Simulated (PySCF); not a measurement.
Ionisation energies (eV) were calculated with PySCF 2.14 by UHF, MP2 (valence), PBE, in another order, as differences of total energies without spin-orbit coupling. The measured values are between term centres (NIST).

```
                                                           species  measured       A       B       C
                                C⁺ (def2-QZVPPD, non-relativistic)    24.378  24.420  24.856  24.173
                                Al (def2-QZVPPD, non-relativistic)     5.977   5.852   6.078   5.609
                                Ar (def2-QZVPPD, non-relativistic)    15.819  15.820  15.702  14.549
 Ru (def2-QZVPPD with the def2 core potential (28 electrons), ECP)     7.365   7.194   7.850   6.322
 Rh (def2-QZVPPD with the def2 core potential (28 electrons), ECP)     7.479   7.271   7.905   6.308
Cd⁺ (def2-QZVPPD with the def2 core potential (28 electrons), ECP)    16.908  16.828  17.461  15.585
 I⁺ (def2-QZVPPD with the def2 core potential (28 electrons), ECP)    18.750  18.423  18.732  17.687
 Os (def2-QZVPPD with the def2 core potential (60 electrons), ECP)     8.473   8.026   8.289   6.506
```

**Question.** Which column is which method?

**Answer.** A is MP2 (valence) (mean error -0.16 eV); B is PBE (mean error 0.22 eV); C is UHF (mean error -1.05 eV). Valence MP2 in a finite basis recovers only part of the missing correlation, so it stays below experiment on average. PBE, with gradient corrections, lies close to experiment on average, with errors of both signs. Hartree-Fock lacks the correlation of the electron removed and comes out lowest.
